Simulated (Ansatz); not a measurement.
# SiH2O2 (SMILES O[Si]O): the energy, rung by rung

SiH2O2 has 5 atoms, charge 0, and is taken as a singlet. SMILES: `O[Si]O`. The coordinates come from a PBE0-D4/def2-TZVP relaxation. This is one conformer, not always the lowest.

```tsv
atom	x (Å)	y (Å)	z (Å)
O	-1.4432	-0.1056	-0.2750
Si	-0.2120	-0.7913	0.5677
O	1.0360	0.1875	0.0686
H	-1.2319	0.6489	-0.8361
H	1.9011	-0.0131	0.4334
```

Quantity: the energy change with the Si2–O3 bond stretched from 1.663 to 4.157 Å, in eV. The values are calculated.

```
                      level                    kind  program  value (eV)  less FCI/STO-3G  CPU time (all runs)
     HF/STO-3G (restricted)            Hartree–Fock   Ansatz        9.82            +5.15               0.24 s
    PBE/STO-3G (restricted)                     GGA   Ansatz        6.38            +1.71                5.2 s
 r2SCAN/STO-3G (restricted)                meta-GGA   Ansatz        6.78            +2.11                9.6 s
  BHLYP/STO-3G (restricted)           global hybrid   Ansatz        8.30            +3.63                2.4 s
wB97M-V/STO-3G (restricted)  range-separated hybrid   Ansatz        8.36            +3.69                 38 s
 B2PLYP/STO-3G (restricted)           double hybrid   Ansatz        5.45            +0.78                4.1 s
    MP2/STO-3G (restricted)     perturbation theory   Ansatz        5.24            +0.57               0.39 s
CCSD(T)/STO-3G (restricted)   coupled cluster or CI   Ansatz        3.68            -0.99               0.56 s
                 FCI/STO-3G      exact in the basis   Ansatz        4.67             0.00                 79 s
```

FCI/STO-3G is exact within its basis and frozen core, so for wave-function methods in that basis the difference is their error; functionals converge differently with the basis, so for them it is only a difference. A spin-restricted reference rises too steeply as a bond breaks; here HF/STO-3G, PBE/STO-3G, r2SCAN/STO-3G, BHLYP/STO-3G, wB97M-V/STO-3G, B2PLYP/STO-3G, MP2/STO-3G lie well above the multireference or unrestricted value. The first shape isn't each level's own minimum. The values span 3.68 to 9.82 eV. All rows use very small basis sets, so none should be taken for the real molecule's value. CPU times are rough (shared hosts, several kinds of processor and program).
